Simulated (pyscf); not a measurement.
Single points on ωB97X-D3(BJ)/def2-SVP structures (PySCF, gas phase).

### Question
Estimate by transition-state theory the rate constant of hydrogen chloride (HCl) + HO–Sn(Cl)(Cl)–Cl → Cl–Sn(Cl)(Cl)–Cl + water (H₂O) (singlet surface; Cl–H, O–Sn broken, Cl–Sn, H–O formed) at 1200 K, with ωB97M-D3(BJ)/def2-TZVP energies (ideal gas, 1 atm, RRHO with modes under 100 cm⁻¹ raised to 100, one conformer, R ln 2 for rigid chiral ones; no tunnelling).

### Answer
The electronic barrier is 3.1 kcal/mol and the thermal terms add +45.0, so ΔG‡ = 48.1 kcal/mol. With k_BT/h = 2.50e+13 s⁻¹ and RT = 2.385 kcal/mol, and a volume of 1.64e-19 cm³ per molecule at 1 atm, k = 7.1e-15 cm³ molecule⁻¹ s⁻¹. Wigner's tunnelling factor for 645i cm⁻¹ would be 1.02. A shift of 1 kcal/mol in the barrier changes k by a factor 1.5. On the reactant side the descent ends in a complex, 5.4 kcal/mol under the separated species and 5.5 kcal/mol under the saddle at ωB97X-D3(BJ)/def2-TZVP. On the product side the descent ends in an adduct with a O–Sn contact (not fully relaxed), 9.6 kcal/mol under the separated species and 25.8 kcal/mol under the saddle at ωB97X-D3(BJ)/def2-TZVP. What is counted as broken (O–Sn) persists as a longer contact in the product adduct; parting that adduct is a step of its own. At ωB97X-D3(BJ) the barrier from the zero used here is 0.2 kcal/mol. This is the saddle that the search found; another between the same sides may lie lower. Elements past Kr carry the def2 core potentials, without spin-orbit coupling.
